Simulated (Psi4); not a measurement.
**NH3 (ammonia) at MP2/def2-TZVPPD**

What is the vertical singlet–triplet gap of NH3 (ammonia) at MP2/def2-TZVPPD? 

Program for the calculation: Psi4 1.11.

**1. Starting point**

NH3 has 4 atoms, charge 0, and is taken as a singlet. SMILES: `N`. Geometry: relaxed at PBE0-D4/def2-TZVP.

Bond lengths: N1–H2 1.013 Å, N1–H3 1.013 Å, N1–H4 1.013 Å. Angles: H2–N1–H3 107.1°, H2–N1–H4 107.1°, H3–N1–H4 107.1°.

**2. The energy at MP2/def2-TZVPPD**

Contents of input.json:

```json
{
  "schema_name": "qcschema_input",
  "schema_version": 1,
  "molecule": {
    "schema_name": "qcschema_molecule",
    "schema_version": 2,
    "symbols": ["N", "H", "H", "H"],
    "geometry": [-0.13211075, 0.47142998, 0.20962732, 0.92685397, -0.57035714, 1.41574502, -1.67709414, -0.57058391, -0.22470733, 0.88235092, 0.66949217, -1.400665],
    "molecular_charge": 0,
    "molecular_multiplicity": 1,
    "fix_symmetry": "c1",
    "fix_com": true,
    "fix_orientation": true
  },
  "driver": "energy",
  "model": {
    "method": "mp2",
    "basis": "def2-TZVPPD"
  },
  "keywords": {
    "puream": true,
    "e_convergence": 1e-09,
    "d_convergence": 1e-08,
    "scf_type": "pk",
    "num_frozen_docc": 1,
    "mp2_type": "conv"
  }
}
```

Started as:

```bash
$ psi4 --qcschema input.json -n 1 --memory 2200MB
```

stdout:

```text
[...]
  Running in c1 symmetry.
[...]
  Nuclear repulsion =   11.949539017705407
[...]
  Multiplicity = 1
[...]
  Nalpha       = 5
  Nbeta        = 5
[...]
    Number of basis functions: 88
[...]
   @RHF iter   1:   -56.13329026913204   -4.58350e-01   5.01702e-03 ADIIS/DIIS
[...]
   @RHF iter  10:   -56.22194581393322   -5.54934e-12   3.60428e-09 DIIS
[...]
    Orbital Energies [Eh]
    ---------------------
    Doubly Occupied:
       1A    -15.540578     2A     -1.140911     3A     -0.628831
       4A     -0.628826     5A     -0.428239
[...]
  @RHF Final Energy:   -56.22194581393322
   => Energetics <=
    Nuclear Repulsion Energy =             11.9495390177054066
    One-Electron Energy =                 -99.6082000345814578
    Two-Electron Energy =                  31.4367152029428318
    Total Energy =                        -56.2219458139332176
[...]
 Multipole Moments:
 ------------------------------------------------------------------------------------
     Multipole            Electronic (a.u.)      Nuclear  (a.u.)        Total (a.u.)
 ------------------------------------------------------------------------------------
 L = 1.  Multiply by 2.5417464519 to convert [e a0] to [Debye]
 Dipole X            :          0.9486281           -0.7926645            0.1559636
 Dipole Y            :         -3.3851328            2.8285610           -0.5565718
 Dipole Z            :         -1.5052471            1.2577639           -0.2474832
 Magnitude           :                                                    0.6287644
[...]
	SCS-MP2 Total Energy (a.u.)        :   -56.46030646550306
	SOS-MP2 Total Energy (a.u.)        :   -56.44283332217343
	SCSN-MP2 Total Energy (a.u.)       :   -56.31420401071367
[...]
	SOS-PI-MP2 Total Energy (a.u.)     :   -56.47964790688013
[...]
	MP2 Total Energy (a.u.)            :   -56.45843816745563
[...]
```

The result, in JSON:

```text
{
 "driver": "energy",
 "model": {
  "method": "mp2",
  "basis": "def2-TZVPPD"
 },
 "success": true,
 "return_result": -56.458438167455625,
 "properties": {
  "calcinfo_nbasis": 88,
  "calcinfo_nmo": 88,
  "calcinfo_nalpha": 5,
  "calcinfo_nbeta": 5,
  "calcinfo_natom": 4,
  "nuclear_repulsion_energy": 11.949539017705407,
  "return_energy": -56.458438167455625,
  "scf_one_electron_energy": -99.60820003458146,
  "scf_two_electron_energy": 31.436715202942832,
  "scf_dipole_moment": [0.15596356287604496, -0.5565717890932858, -0.24748319847141698],
  "scf_total_energy": -56.221945813933225,
  "scf_iterations": 10,
  "mp2_same_spin_correlation_energy": -0.05241942998889447,
  "mp2_opposite_spin_correlation_energy": -0.184072923533507,
  "mp2_singles_energy": 0.0,
  "mp2_doubles_energy": -0.23649235352240147,
  "mp2_correlation_energy": -0.23649235352240083,
  "mp2_total_energy": -56.458438167455625
 }
}
```

It took 8.1 s on 1 thread of Intel Xeon at 2.50GHz (Skylake/Cascade Lake), shared host; peak memory 0.43 GiB.

**3. The triplet, same level**

Contents of job.in:

```
memory 2200 MB

molecule system {
  0 3
  N     -0.069910     0.249470     0.110930
  H      0.490470    -0.301820     0.749180
  H     -0.887480    -0.301940    -0.118910
  H      0.466920     0.354280    -0.741200
  symmetry c1
  no_reorient
  no_com
}

set {
  basis def2-TZVPPD
  reference uhf
  puream true
  e_convergence 1e-09
  d_convergence 1e-08
  scf_type pk
  num_frozen_docc 1
  mp2_type conv
  maxiter 100
}

energy("mp2")
print_variables()
```

Started as:

```bash
$ psi4 -i job.in -o job.out -n 1
```

job.out:

```text
[...]
  Running in c1 symmetry.
[...]
  Nuclear repulsion =   11.949539011427511
[...]
  Multiplicity = 3
[...]
  Nalpha       = 6
  Nbeta        = 4
[...]
    Number of basis functions: 88
[...]
   @UHF iter   1:   -55.99292687227284   -3.17987e-01   2.36923e-03 ADIIS/DIIS
[...]
   @UHF iter  12:   -56.02220773718660   -4.63984e-12   4.72019e-09 DIIS
[...]
   @S^2 Observed:                2.006748667E+00
[...]
    Orbital Energies [Eh]
    ---------------------
    Alpha Occupied:
       1A    -15.761182     2A     -1.365498     3A     -0.802212
       4A     -0.802207     5A     -0.728019     6A     -0.146575
    Alpha Virtual:
       7A      0.097289     8A      0.097290     9A      0.128488
      10A      0.182088    11A      0.182089    12A      0.212750
      13A      0.218388    14A      0.218389    15A      0.280333
      16A      0.348403    17A      0.348404    18A      0.350954
      19A      0.416460    20A      0.416461    21A      0.450101
      22A      0.502846    23A      0.502847    24A      0.612632
      25A      0.667299    26A      0.703433    27A      0.703438
[...]
  @UHF Final Energy:   -56.02220773718660
   => Energetics <=
    Nuclear Repulsion Energy =             11.9495390114275111
    One-Electron Energy =                 -97.8586624807169869
    Two-Electron Energy =                  29.8869157321028780
    Total Energy =                        -56.0222077371866050
  UHF NO Occupations:
  HONO-2 :    4  A 1.9978871
  HONO-1 :    5  A 1.0000000
[...]
 Multipole Moments:
 ------------------------------------------------------------------------------------
     Multipole            Electronic (a.u.)      Nuclear  (a.u.)        Total (a.u.)
 ------------------------------------------------------------------------------------
 L = 1.  Multiply by 2.5417464519 to convert [e a0] to [Debye]
 Dipole X            :          0.7219032           -0.7926645           -0.0707614
 Dipole Y            :         -2.5760869            2.8285610            0.2524741
 Dipole Z            :         -1.1455040            1.2577639            0.1122600
 Magnitude           :                                                    0.2852238
[...]
	SCS-MP2 Total Energy (a.u.)        :   -56.21668500078113
	SOS-MP2 Total Energy (a.u.)        :   -56.20173928686966
	SCSN-MP2 Total Energy (a.u.)       :   -56.10112110663916
[...]
	SOS-PI-MP2 Total Energy (a.u.)     :   -56.23166121181684
[...]
	MP2 Total Energy (a.u.)            :   -56.21665450365688
[...]
```

Run time: 11 s. Hardware: 1 thread of Intel Xeon at 2.50GHz (Skylake/Cascade Lake), shared host; peak memory 0.43 GiB.

**4. Summary of results**

Level: MP2/def2-TZVPPD, 1 core orbital frozen.

```
                                                           quantity         value
                                              singlet: total energy  -56.45844 Eh
                       singlet: HOMO energy (Hartree–Fock orbitals)     -11.65 eV
                       singlet: LUMO energy (Hartree–Fock orbitals)       2.15 eV
                     singlet: HOMO–LUMO gap (Hartree–Fock orbitals)      13.80 eV
                singlet: correlation energy (1 core orbital frozen)    -236.5 mEh
                                              triplet: total energy  -56.21665 Eh
triplet: HOMO energy (Hartree–Fock orbitals) (highest over α and β)      -3.99 eV
 triplet: LUMO energy (Hartree–Fock orbitals) (lowest over α and β)      -1.23 eV
                triplet: correlation energy (1 core orbital frozen)    -194.4 mEh
                         triplet: ⟨S²⟩ of the reference determinant         2.007
                   vertical energy of the triplet above the singlet      6.579 eV
```

In words: At this shape the triplet lies 6.58 eV (152 kcal/mol) above the singlet.
